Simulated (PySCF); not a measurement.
# H3S+ (sulfonium) at 6 levels

Wanted: a comparison of 6 runs (B2PLYP/SBKJC, SVWN5/SBKJC, wB97X-V/SBKJC, CCSDTQ/SBKJC, NEVPT2(2,2)/SBKJC, QCISD(T)/SBKJC) of H3S+ (sulfonium). The job is set up through a Python script.

The calculation is run with PySCF 2.14.0.

6 further runs of the same task are left out: 1 that didn't finish, 5 set aside as unsound or not needed.

## Step 1: Starting point

H3S+: 4 atoms, total charge +1, spin state singlet. As SMILES, `[SH3+]`. Geometry: relaxed at GFN2-xTB.

Bond lengths: S1–H2 1.356 Å, S1–H3 1.355 Å, S1–H4 1.355 Å. Angles: H2–S1–H3 93.7°, H2–S1–H4 93.7°, H3–S1–H4 93.7°.

## Step 2: The energy at B2PLYP/SBKJC (core potential) (run 1)

File job.py:

```python
from pyscf import gto, dft, mp

molecule = gto.Mole()
molecule.atom = [
    ('S', (0.301620, -0.100910, -0.445950)),
    ('H', (0.848020, 0.280920, 0.734350)),
    ('H', (-0.494150, -1.037930, 0.125030)),
    ('H', (-0.655500, 0.857920, -0.413440)),
]
molecule.ecp = {'S': 'sbkjc'}
molecule.verbose = 3
molecule.basis = 'sbkjc'
molecule.max_memory = 1860
molecule.spin = 0
molecule.charge = 1
molecule.build()

ks = dft.RKS(molecule)
ks.xc = '0.53*HF + 0.47*B88, 0.73*LYP'
ks.grids.level = 5
ks.conv_tol = 1e-10
ks.kernel()
if not ks.converged:
    ks = ks.newton().run(ks.mo_coeff, ks.mo_occ)

pt = mp.MP2(ks).run()
etot = ks.e_tot + 0.27 * pt.e_corr
print('PT2 part  %.8f' % (0.27 * pt.e_corr))
print('E(%s) = %.9f' % ('B2PLYP', etot))
```

On the command line:

```
$ OMP_NUM_THREADS=1 python job.py
```

Log:

```text
converged SCF energy = -11.4524488638483
E(RMP2) = -11.5234686702372  E_corr = -0.0710198063889123
E(SCS-RMP2) = -11.5329948496348  E_corr = -0.0805459857865187
PT2 part  -0.01917535
E(B2PLYP) = -11.471624212
```

It took 1.1 s on 1 thread of Arm Neoverse V2, shared host; peak memory 0.16 GiB.

## Step 3: The energy at SVWN5/SBKJC (core potential) (run 2)

File job.py:

```python
from pyscf import gto, dft

mol = gto.Mole()
mol.atom = '''
S      0.569979    -0.190692    -0.842723
H      1.602526     0.530862     1.387720
H     -0.933808    -1.961403     0.236272
H     -1.238715     1.621234    -0.781288
'''
mol.basis = 'sbkjc'
mol.verbose = 4
mol.ecp = {'S': 'sbkjc'}
mol.max_memory = 1860
mol.unit = 'bohr'
mol.charge = 1
mol.build()

mf = dft.RKS(mol, xc='svwn')
mf.conv_tol = 1e-10
mf.grids.level = 5
mf.kernel()
if not mf.converged:
    mf = mf.newton().run(mf.mo_coeff, mf.mo_occ)

e_tot = mf.e_tot
print('E(%s) = %.9f' % ('SVWN5', e_tot))
```

On the command line:

```
$ OMP_NUM_THREADS=1 python job.py
```

Log:

```text
PySCF version 2.14.0

[... 68 lines left out ...]
converged SCF energy = -11.4792417569588
E(SVWN5) = -11.479241757
```

It took 0.95 s on 1 thread of Arm Neoverse V2, shared host; peak memory 0.13 GiB.

Run 3 isn't shown in full; the table further down has it.

## Step 4: The energy at CCSDTQ/SBKJC (core potential) (run 4)

File geometry.xyz:

```xyz
4
H3S
S      0.301620    -0.100910    -0.445950
H      0.848020     0.280920     0.734350
H     -0.494150    -1.037930     0.125030
H     -0.655500     0.857920    -0.413440
```

File input.py:

```python
from pyscf import gto, scf, cc

system = gto.M(
    atom='geometry.xyz',
    max_memory=1860,
    charge=1,
    basis='sbkjc',
    spin=0,
    ecp={'S': 'sbkjc'},
    verbose=3,
)

myscf = scf.RHF(system)
myscf.conv_tol = 1e-10
myscf.kernel()
if not myscf.converged:
    myscf = myscf.newton().run(myscf.mo_coeff, myscf.mo_occ)

mycc = cc.CCSDTQ(myscf)
mycc.kernel()
e_tot = mycc.e_tot
print('Final energy', e_tot)
```

On the command line:

```
$ OMP_NUM_THREADS=1 python input.py
```

Log:

```text
converged SCF energy = -11.2971092807289
_make_eris_incore_RCCSDTQ

WARN: A large `blksize` is being used, which may cause large memory consumption
      for storing contraction intermediates. If memory is sufficient, consider using
      `pyscf.cc.rccsdtq_highm.RCCSDTQ` instead.

RCCSDTQ converged
E(RCCSDTQ) = -11.37395306436698   E_corr = -0.07684378363810859
E_corr(same-spin) = -0.00426944517357017
E_corr(oppo-spin) = -0.0725743384645384
Final energy -11.37395306436698
```

Wall time 28 s (1 thread of Arm Neoverse V2, shared host); peak memory 0.24 GiB.

Run 5 isn't shown in full; the table further down has it.

## Step 5: The energy at QCISD(T)/SBKJC (core potential) (run 6)

File run.py:

```python
from pyscf import gto, scf, cc

molecule = gto.M(
    atom='''
S        0.301620      -0.100910      -0.445950
H        0.848020       0.280920       0.734350
H       -0.494150      -1.037930       0.125030
H       -0.655500       0.857920      -0.413440
''',
    verbose=4,
    basis='sbkjc',
    ecp={'S': 'sbkjc'},
    max_memory=1860,
    charge=1,
)

hf = scf.RHF(molecule)
hf.conv_tol = 1e-10
hf.kernel()
if not hf.converged:
    hf = hf.newton().run(hf.mo_coeff, hf.mo_occ)

mycc = cc.QCISD(hf)
mycc.kernel()
e_t = mycc.qcisd_t()
energy = mycc.e_tot + e_t
print('E = %.10f Eh' % energy)
```

On the command line:

```
$ OMP_NUM_THREADS=1 python run.py
```

Log:

```text
PySCF version 2.14.0

[... 54 lines left out ...]
converged SCF energy = -11.2971092807289
[... 10 lines left out ...]
Init t2, MP2 energy = -11.353990832932  E_corr(MP2) -0.056881552203155
[... 9 lines left out ...]
QCISD converged
[... 2 lines left out ...]
E = -11.3738461294 Eh
```

Wall time 0.54 s (1 thread of Arm Neoverse V2, shared host); peak memory 0.12 GiB.

## Step 6: Overview of the runs

```
run                               level  frozen core orbitals  nlc grid  energy (Eh)  HOMO energy (eV)  LUMO energy (eV)  HOMO–LUMO gap (eV)  wall time
  1       B2PLYP/SBKJC (core potential)                     0         –   -11.471624            -19.17             -5.01               14.16      1.1 s
  2        SVWN5/SBKJC (core potential)                     –         –   -11.479242            -16.44             -7.44                9.00     0.95 s
  3      wB97X-V/SBKJC (core potential)                     –         1   -11.543478            -20.37             -4.06               16.31      6.6 s
  4       CCSDTQ/SBKJC (core potential)                     0         –   -11.373953            -21.24             -2.61               18.63       28 s
  5  NEVPT2(2,2)/SBKJC (core potential)                     –         –   -11.358751            -21.24             -2.61               18.63     0.68 s
  6     QCISD(T)/SBKJC (core potential)                     0         –   -11.373846            -21.24             -2.61               18.63     0.54 s
```

## Step 7: Outcome

```
                                    quantity         value
                         run 6: total energy  -11.37385 Eh
  run 6: HOMO energy (Hartree–Fock orbitals)     -21.24 eV
  run 6: LUMO energy (Hartree–Fock orbitals)      -2.61 eV
run 6: HOMO–LUMO gap (Hartree–Fock orbitals)      18.63 eV
                   run 6: correlation energy     -76.7 mEh
                       run 6: (T) correction     -0.44 mEh
                        run 6: T1 diagnostic         0.008
```

In words: Over runs 1, 2, 3 the HOMO–LUMO gap runs from 9.00 eV (SVWN5/SBKJC) to 16.31 eV (wB97X-V/SBKJC). Totals of different functionals can't be ranked against each other. All runs together took 38 s, the longest 28 s.
